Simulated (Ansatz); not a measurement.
`C=COC(C)=O` → `C#COC(C)O`  (isomerisation)

Gas-phase electronic energies from Ansatz, PBE0-D4/def2-TZVP geometries. CBS: MP2 limit from def2 TZ/QZ plus the TZ coupled-cluster correction, frozen cores. Functionals use def2-TZVPP. B3LYP here is the variant with VWN-RPA as its local correlation; programs differ in this. Each species was taken in one conformer, which may not be the lowest.

```tsv
level	ΔE (kJ/mol)	difference from CCSD(T)/CBS
LDA (SPW92)	209.4	12.1
PBE-D4	214.8	17.5
revPBE-D4	217.0	19.7
BLYP-D4	213.5	16.2
BHLYP-D4	209.4	12.1
CAM-B3LYP-D4	208.2	10.9
PBE0	211.9	14.6
B3LYP	211.5	14.2
BHLYP	209.6	12.3
SCS-MP2/def2-QZVPP	193.4	-3.9
CCSD(T)/CBS	197.3	0
```

Largest T1 diagnostic among the species: 0.014.

From BLYP to BHLYP (50 % exact exchange), in def2-TZVPP and without D4, ΔE moves by −4.3 kJ/mol. In def2-TZVPP, CCSD(T) changes the Hartree–Fock value by −10.7 kJ/mol (the triples alone add +1.5 kJ/mol) and MP2 by −18.7 kJ/mol. Leaving LDA and LC-ωPBE aside and taking each functional with its dispersion term where it has one, the values, not all of them listed here, spread over 14.7 kJ/mol, from ωB97M-V to B97M-V. LDA lies −5.6 kJ/mol from PBE without D4.
